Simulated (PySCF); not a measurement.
Coordinates in bohr (charge 0 multiplicity 2):
```
B     0.0000    0.0000   -0.9411
F     2.1492    0.0000    0.2727
F    -2.1492    0.0000    0.2727
```

Method: UPBE0 in PySCF with B def2-TZVP, F def2-TZVP; no relativity; density-fitted integrals.

This geometry of BF₂ is a stationary point at this level.

Q: What is the point group?

A: C2v.

Q: Is it a minimum?

A: Yes: all harmonic wavenumbers are real.

Q: List the harmonic modes with their infrared intensities.

A: 
| symmetry | ω (cm⁻¹) | IR (km/mol) |
| --- | --- | --- |
| a1 | 521 | 23.0 |
| a1 | 1170 | 105 |
| b2 | 1438 | 361 |

In C2v the vibrations span 2a1 + b2. Here b1 is antisymmetric to the molecular plane and b2 lies in it.

Other isomers or separated fragments may lie lower.
